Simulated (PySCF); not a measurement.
Homolysis of single bonds, series Si F-OH. Gas-phase values, no solvent. One relaxed conformer stands for each flexible species; it need not be the lowest. Strings in code marks are SMILES. All members: neutral, multiplicity 1. Level: ωB97X-D3(BJ)/def2-TZVP // PBE0-D3(BJ)/def2-TZVP (PySCF), beside PBE-D3(BJ)/def2-TZVP // PBE0-D3(BJ)/def2-TZVP (PySCF) at the same geometries.  Orbital energies are measured against the vacuum level.

```tsv
species	HOMO, PBE (eV)	HOMO, ωB97X-D3(BJ) (eV)
`F[Si](F)(F)F`	-10.59	-15.40
`O[Si](F)(F)F`	-8.80	-13.34
`O[Si](O)(F)F` (H–O–Si–F torsion -43°, F–Si–O–H torsion -84°)	-8.31	-12.81
`O[Si](O)(O)F`	-7.91	withheld
`O[Si](O)(O)O`	-7.33	-11.73
```

Fit y = a + b·x, y being the HOMO at the first level, to the 4 complete rows by least squares, with x = the PBE value in eV. Give a, b and the rms residual, and predict the withheld value.

Means of the 4 rows: x̄ = -8.7575, ȳ = -13.32 eV. Σ(x − x̄)² = 5.5979 and Σ(x − x̄)(y − ȳ) = 6.3104, so b = 1.127 and a = ȳ − b·x̄ = -3.450 eV. The rms residual is 0.019 eV. At x = -7.91 the line gives -12.36 eV. The run for `O[Si](O)(O)F` gave -12.40 eV, so the line is off by 0.04 eV, more than twice the rms residual.

Codes: PySCF.
